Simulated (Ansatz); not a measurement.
Ansatz (a quantum-chemistry and plane-wave program) input:
A basis named .json is the Basis Set Exchange file of that set.

Ansatz 0.2 input:
```yaml
crystal:
  periodic: [false, false, false]
  atoms:
    - {symbol: Si, position_ang: [0.00000000, 0.00000000, 0.00000000]}
    - {symbol: Cl, position_ang: [1.15093841, 1.17921709, 1.18988796]}
    - {symbol: Cl, position_ang: [-1.17036909, -1.19282125, 1.15691797]}
    - {symbol: Cl, position_ang: [1.19576949, -1.15392888, -1.17031150]}
    - {symbol: Cl, position_ang: [-1.17633881, 1.16753303, -1.17649443]}
basis:
  gaussian:
    orbitals: aug-cc-pV_T+d_Z.json
hamiltonian:
  xc: hf
total_charge: 1
magnetization: {spin_polarized: true, initial_magnetization: 1}
```

Which total energy does the run end on?

-2126.82933 Eh (HF/aug-cc-pV(T+d)Z). The basis has 275 functions.

This state (charge 1, doublet) is run at the relaxed geometry of the species with charge 0 and multiplicity 1.
